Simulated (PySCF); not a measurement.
Molecule (SMILES): F (HF).
Geometry (B3LYP-D3(BJ)/def2-TZVP, fixed):
```
F
H 1 0.9245
```
Charge 0, spin multiplicity 1.

Basis-set convergence of the lowest singlet excitation energy at PBE0 with PySCF. Tamm-Dancoff approximation; the state is taken by its order, and sets in which it differs in degeneracy or brightness are left out, yet its character can still change. All functions are spherical. Density fitting with generated auxiliary sets. No added dispersion term, no relativity. Reference: the value in d-aug-cc-pVTZ, 9.725 eV, itself unsure by roughly 0.010 eV (its mean distance from aug-pcseg-3, aug-cc-pVQZ, aug-pcseg-2). Deviations are taken from unrounded values. Cost is core time over that of def2-SVPD, rough, on shared machines of one kind; a dash marks a row that isn't timed (too short, read off another run, short of memory, by another algorithm or on other hardware).

| basis | functions | lowest singlet excitation energy (eV) | minus reference (eV) | cost |
|---|---|---|---|---|
| def2-SVP | 19 | 10.254 | 0.529 | - |
| pcseg-1 | 19 | 10.315 | 0.590 | - |
| 6-311+G** | 28 | 10.200 | 0.475 | - |
| def2-SVPD | 31 | 10.283 | 0.558 | 1× |
| def2-TZVP | 37 | 10.222 | 0.497 | - |
| cc-pVTZ | 44 | 10.267 | 0.542 | 0.7× |
| pcseg-2 | 44 | 10.035 | 0.309 | 0.6× |
| d-aug-cc-pVDZ | 45 | 9.708 | -0.017 | 0.9× |
| pcseg-3 | 93 | 9.836 | 0.111 | 3× |
| def2-QZVPPD | 99 | 10.019 | 0.293 | 3× |
| cc-pV5Z | 146 | 10.000 | 0.274 | 6× |
| pcseg-4 | 162 | 9.775 | 0.050 | 10× |
| aug-cc-pV5Z | 207 | 9.729 | 0.004 | 20× |
